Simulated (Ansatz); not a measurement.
# AlNH (doublet): the correlation ladder, def2-TZVPP

One table from this session's results is given with a row withheld; the runs are named, their logs left out.

Program: Ansatz 0.2.0, Gaussian basis. Level of theory: def2-TZVPP, core rule «outside noble gas», up to 6 orbitals frozen. These are calculated values, not measurements.

To be run: UHF; ROHF; CCSD(T) on UHF.

## The geometry

The geometry is a PBE0/def2-TZVP stationary point (not a proven minimum) of the parent state, kept for this charge and spin.

3 atoms, charge 0, spin multiplicity 2.

Atoms are counted from 1 here; the program's logs count them from 0.

Bond lengths: Al1–N2 1.919 Å, Al1–H3 1.612 Å. Angles: N2–Al1–H3 112.5°.

Set-up of the first run:

File in.yaml:

```yaml
crystal:
  periodic: [false, false, false]
  atoms:
    - {symbol: Al, position_ang: [0.000000, -0.104664, 0.617425]}
    - {symbol: N, position_ang: [0.000000, 0.107524, -1.289743]}
    - {symbol: H, position_ang: [0.000000, 1.307572, 1.394905]}
basis:
  gaussian: {orbitals: def2-TZVPP}
magnetization: {spin_polarized: true, initial_magnetization: 1}
hamiltonian: {xc: hf}
output: {orbitals: {seedname: orbitals}}
```

Launch:

```bash
$ ansatz run in.yaml --threads 1 --pin off --events-out ev --progress --plain --max-ram 4096MiB --backend cpu
```

Steps of the session up to this table: UHF; ROHF; CCSD(T) on UHF.

One of the session's tables, all rows but one given; the rest of the session is left out.

| method | from UCCSD(T) (meV) |
| --- | --- |
| ROHF | +8264.5 |
| UHF | +6027.3 |
| UMP2 | ? |
| UCCSD | +217.5 |
| UCCSD(T) | 0 |

**Question.** Estimate the row for UMP2.

The run gave: from UCCSD(T) (meV): +1076.6. In the column «from UCCSD(T) (meV)» it lies between UCCSD (+217.5) and UHF (+6027.3).

Caveats from the session: The determinant is far from a pure spin state, so its energy mixes those of several spin states (harmless only where they are near-degenerate, as at dissociation).
